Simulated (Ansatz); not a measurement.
A single point on `[OH]` radical.

```yaml
crystal:
  periodic: [false, false, false]
  atoms:
    - {symbol: O, position_ang: [0.415884, -0.133147, 0.214552]}
    - {symbol: H, position_ang: [-0.415884, 0.133147, -0.214552]}
basis:
  gaussian: {orbitals: def2-TZVPP}
magnetization: {spin_polarized: true, initial_magnetization: 1}
hamiltonian: {xc: pbe}
correlation: {method: rpa}
```

```sh
$ ansatz run in.yaml --threads 2 --pin off --events-out ev --progress --plain --max-ram 32768MiB --backend cpu
```

Output, abridged:

```
Functional definition: PBE
280 factors; integrals over basis functions are off by at most 7.9e-4 eV
mean field evaluation 1: about -2057.7215 eV, gradient 2.3e1 eV
mean field evaluation 2: about -2057.7206 eV, gradient 2.3e1 eV
mean field evaluation 4: about -2059.4409 eV, gradient 1.3e0 eV
mean field evaluation 8: about -2059.4476 eV, gradient 4.8e-3 eV
mean field -2059.44760613 eV, -75.6833035816 hartree, gradient 1.7e-6 eV, S^2 0.752028; 4 other end points of the search recorded, 0 dependent functions left out
1 core orbitals not correlated: weight in the atoms' cores, before any rotation towards them, 1.000 or more for the frozen orbitals, at most 0.000 for the correlated occupied ones
reference -2052.16829618 eV, -75.4157938749 hartree; 4, 3 occupied and 40, 41 virtual orbitals, 280 factors
Total energy: -2061.31043256 eV, -75.7517611902 hartree
```

It took 0.61 s on 2 threads of an AMD EPYC 7R13 on a shared host, with 0.15 GiB of host memory at the peak.
